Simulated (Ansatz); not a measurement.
A made-up structure of Si₂NH₃, singlet:

N1  (-0.939, 0.216, -0.701)
Si2  (0.395, 0.405, 0.320)
Si3  (2.064, 0.162, 1.577)
H4  (-1.881, 0.099, -0.364)
H5  (3.019, 0.871, 2.352)
H6  (1.228, -1.056, 0.873)
(Å)

It is relaxed with PBE-D4/def2-SVP and then PBE0-D4/def2-TZVP (Ansatz 0.2.0). Atoms count as bonded within 1.22 times the sum of their covalent radii (H–H: 0.88 Å). The end point is not checked to be a true minimum.

Problem. Does its bonding change? (A judgement: the text doesn't fix the answer.)

Solution. By the calculation: No: no bond forms or breaks.

Where it ends: The first stage lowers the energy by 2.58 eV in 17 steps. It ends as Si₂NH₃ ([NH][Si][SiH2]):
```
6
angstrom
N -1.0001 0.4104 -0.2928
Si 0.1884 0.1768 0.6459
Si 1.8119 -0.1666 2.2153
H -1.6840 0.5594 -1.0027
H 2.4203 0.9390 1.3391
H 2.1489 -1.2223 1.1518
```

Labels in which every atom is bracketed show which atoms are joined, not bond orders.

For scale, one of the runs: PBE0-D4/def2-TZVP relaxation, 123 basis functions, launched by `ansatz run in.yaml --threads 2 --pin off --events-out ev --progress --plain --max-ram 4352MiB`. Hardware: 2 CPU threads of an Arm Neoverse V1, shared host. Wall time about 15 s.
